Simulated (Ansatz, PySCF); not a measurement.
Breaking a bond: SMILES C=O (CH₂O). The C1–O4 bond (C1 also carries H, H; O4 carries nothing else) is pulled apart rigidly from the PBE0/def2-TZVP optimised geometry.

Methods: RKS-PBE = restricted PBE/cc-pVDZ (Ansatz, a quantum-chemistry and plane-wave program); UKS-PBE = unrestricted PBE/cc-pVDZ in Ansatz; RKS-BHandHLYP = PySCF 2.14.0 with restricted BHandHLYP/cc-pVDZ; UCCSD(T) = CCSD(T) on UHF/cc-pVDZ, 2 core orbitals frozen (PySCF).

Energies relative to the lowest point of each curve near equilibrium, in kJ/mol; the last columns give the difference from UCCSD(T):

| R / Å | RKS-PBE | UKS-PBE | RKS-BHandHLYP | UCCSD(T) | RKS-PBE − UCCSD(T) | UKS-PBE − UCCSD(T) | RKS-BHandHLYP − UCCSD(T) |
|---|---|---|---|---|---|---|---|
| 0.97 | 423.2 | 423.2 | 379.6 | 433.8 | -10.5 | -10.5 | -54.2 |
| 1.02 | 235.5 | 235.5 | 200.9 | 242.2 | -6.7 | -6.7 | -41.3 |
| 1.08 | 97.0 | 97.0 | 73.5 | 100.5 | -3.5 | -3.5 | -27.0 |
| 1.13 | 33.7 | 33.7 | 19.7 | 35.4 | -1.8 | -1.8 | -15.7 |
| 1.16 | 12.7 | 12.7 | 4.6 | 13.7 | -1.0 | -1.0 | -9.1 |
| 1.20 | 0.1 | 0.1 | 0.0 | 0.4 | -0.3 | -0.3 | -0.4 |
| 1.23 | 0.0 | 0.0 | 5.9 | 0.0 | 0.0 | 0.0 | 5.9 |
| 1.27 | 9.6 | 9.6 | 23.7 | 10.9 | -1.3 | -1.3 | 12.8 |
| 1.31 | 28.0 | 28.0 | 50.3 | 30.4 | -2.5 | -2.5 | 19.8 |
| 1.39 | 82.3 | 82.3 | 121.2 | 86.8 | -4.5 | -4.5 | 34.4 |
| 1.50 | 177.8 | 177.8 | 239.2 | 183.8 | -6.0 | -6.0 | 55.4 |
| 1.60 | 271.3 | 271.3 | 352.1 | 277.5 | -6.2 | -6.2 | 74.6 |
| 1.78 | 433.2 | 427.2 | 544.2 | 431.8 | 1.4 | -4.6 | 112.4 |
| 1.99 | 595.8 | 565.5 | 724.1 | 561.8 | 34.0 | 3.7 | 162.2 |
| 2.17 | 709.1 | 651.4 | 824.9 | 632.8 | 76.3 | 18.7 | 192.1 |
| 2.41 | 826.0 | 722.7 | 902.5 | 680.7 | 145.3 | 42.0 | 221.8 |
| 2.60 | 895.5 | 754.4 | 940.5 | 696.0 | 199.5 | 58.3 | 244.5 |
| 2.92 | 978.3 | 782.7 | 980.9 | 705.5 | 272.8 | 77.1 | 275.4 |
| 3.24 | 1030.7 | 795.8 | 1003.9 | 708.7 | 322.0 | 87.1 | 295.1 |
| 3.58 | 1064.9 | 802.4 | 1017.4 | 710.2 | 354.7 | 92.2 | 307.1 |
| 4.22 | 1096.6 | 806.7 | 1027.5 | 711.3 | 385.3 | 95.3 | 316.2 |

RKS-PBE is furthest from UCCSD(T) at 4.22 (385.3 kJ/mol, above); its mean absolute difference over the points is 87.4 kJ/mol.

UKS-PBE is furthest from UCCSD(T) at 4.22 (95.3 kJ/mol, above); its mean absolute difference over the points is 24.9 kJ/mol.

RKS-BHandHLYP is furthest from UCCSD(T) at 4.22 (316.2 kJ/mol, above); its mean absolute difference over the points is 118.0 kJ/mol.

The restricted form behind RKS-PBE, RKS-BHandHLYP keeps the bonding electrons paired and can't separate into open-shell fragments. The unrestricted solution behind UKS-PBE changes between 2.17 and 2.41 Å, which can leave a kink. The unrestricted determinant behind UKS-PBE is spin-contaminated at 1.78 to 4.22 Å (<S²> up to 2.0, against 0.00 for a pure singlet). The unrestricted determinant behind UCCSD(T) is spin-contaminated at 1.23 to 4.22 Å (<S²> up to 2.0, against 0.00 for a pure singlet).
